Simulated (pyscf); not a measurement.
**Four-centre exchange: Cl–GeH₃ (SMILES [Cl][GeH3]) + HCl (SMILES Cl) → Cl–GeH₃ (SMILES [Cl][GeH3]) + HCl (SMILES Cl)**

Gas phase, singlet surface, charge 0. Bonds broken: Ge1–Cl2, Cl6–H7. Bonds formed: Ge1–Cl6, Cl2–H7. Optimised with ωB97X-D3(BJ)/def2-SVP in PySCF. MP2 and CC: frozen core, UHF for open shells. ΔMP2 is the change of the MP2 total energy from the triple- to the quadruple-zeta basis.

Transition state (Å):

```xyz
7

Ge    -1.0741     0.0083    -0.2023
Cl     0.1232     1.0989     1.7762
H      0.0204    -1.0057    -0.5049
H     -1.9545     0.3713    -1.4056
H     -2.0457    -0.4196     0.9059
Cl     0.2395     2.0455    -1.0143
H      0.4813     1.8717     0.4959
```

One imaginary mode, 690i cm⁻¹; descent along it reached the two sides named.

```json
[
 {"bond": "Ge1–Cl2", "change": "breaks", "reactant side (Å)": "2.181", "saddle": "2.557", "product side": "3.6"},
 {"bond": "Cl6–H7", "change": "breaks", "reactant side (Å)": "1.290", "saddle": "1.539", "product side": "2.405"},
 {"bond": "Ge1–Cl6", "change": "forms", "reactant side (Å)": "3.6", "saddle": "2.556", "product side": "2.181"},
 {"bond": "Cl2–H7", "change": "forms", "reactant side (Å)": "2.405", "saddle": "1.538", "product side": "1.291"}
]
```

Electronic energies relative to the separated reactants (kJ/mol):

```
level                             barrier  reaction energy  reverse barrier
--------------------------------  -------  ---------------  ---------------
ωB97X-D3(BJ)/def2-TZVP              130.0              0.0            130.0
PBE/def2-TZVP                       100.3              0.0            100.3
r²SCAN/def2-TZVP                    111.6              0.0            111.6
B3LYP-D3(BJ)/def2-TZVP              119.6              0.0            119.6
PBE0-D3(BJ)/def2-TZVP               114.9              0.0            114.9
M06-2X/def2-TZVP                    127.9              0.0            127.9
ωB97M-D3(BJ)/def2-TZVP              134.8              0.0            134.8
HF/def2-TZVP                        210.6              0.0            210.6
MP2/def2-QZVPP                      135.1              0.0            135.1
CCSD/def2-TZVPP                     161.5              0.0            161.5
CCSD(T)/def2-TZVPP                  147.7              0.0            147.7
CCSD(T)/def2-TZVPP + ΔMP2(QZVPP)    144.3              0.0            144.3
```

With CCSD(T)/def2-TZVPP + ΔMP2(QZVPP) energies and thermal terms (ideal gas, 1 atm, RRHO with modes under 100 cm⁻¹ raised to 100, one conformer, R ln 2 for chiral ones without a mode under 150 cm⁻¹), in kJ/mol:

```
T (K)    ΔH‡    ΔG‡   ΔH   ΔG
-----  -----  -----  ---  ---
298    137.9  176.1  0.0  0.0
600    138.5  214.8  0.0  0.0
900    140.5  252.6  0.0  0.0
1200   142.7  289.6  0.0  0.0
```

One saddle was located; it need not be the lowest between these sides. The CCSD(T) − MP2 part came from Ansatz, without density fitting, on the same reference. The frozen core leaves the outer d or s,p core shells of the metals and heavy elements correlated in the MP2 and CC values, and def2-TZVPP describes them poorly, which can shift differences by a few kcal/mol. Elements up to Kr have no core potential and no relativistic terms here.
